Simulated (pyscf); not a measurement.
H₃C–CH₂–BH–F → H₂B–F + H₂C=CH₂ (elimination; singlet surface; B–C, C–H broken, B–H formed). Structures and frequencies: ωB97X-D3(BJ)/def2-SVP in PySCF. Correlated levels are frozen-core, on RHF or UHF. ΔMP2 is the change of the MP2 total energy from the triple- to the quadruple-zeta basis. Energies in kcal/mol from the reactant's lowest minimum found.

| level | barrier | reaction energy |
|---|---|---|
| ωB97X-D3(BJ)/def2-TZVP | 41.2 | +39.7 |
| r²SCAN/def2-TZVP | 35.4 | +39.6 |
| B3LYP-D3(BJ)/def2-TZVP | 39.7 | +35.5 |
| PBE0-D3(BJ)/def2-TZVP | 37.0 | +41.7 |
| M06-2X/def2-TZVP | 38.5 | +37.7 |
| ωB97M-D3(BJ)/def2-TZVP | (withheld) | +37.8 |
| CCSD(T)/def2-TZVPP + ΔMP2(QZVPP) | (withheld) | (withheld) |

### Question
Fill in the missing entries.

### Answer

- ωB97M-D3(BJ)/def2-TZVP, barrier: 39.9
- CCSD(T)/def2-TZVPP + ΔMP2(QZVPP), barrier: 41.1
- CCSD(T)/def2-TZVPP + ΔMP2(QZVPP), reaction energy: +36.2

Of the functionals in the table, ωB97X-D3(BJ) is closest to CCSD(T)/def2-TZVPP + ΔMP2(QZVPP) in the barrier (0.1 kcal/mol apart) and r²SCAN least close (5.7 kcal/mol); that level has limits of its own. On the product side the descent ends in a complex, 4.1 kcal/mol under the separated species and 5.7 kcal/mol under the saddle at ωB97X-D3(BJ)/def2-TZVP. At r²SCAN, PBE0-D3(BJ) the saddle lies under the separated products, which points to a path from their complex (located at ωB97X-D3(BJ) alone), and parting the products costs more than the saddle. At the saddle there is also a short B–C contact that neither side keeps. H₃C–CH₂–BH–F lies 15.9 kcal/mol over its isomer H₃C–B(CH₃)–F, and others may lie lower still (electronic energy, ωB97M-D3(BJ)). This is the saddle that the search found; another between the same sides may lie lower. The CCSD(T) − MP2 part came from Ansatz, without density fitting, on the same reference.
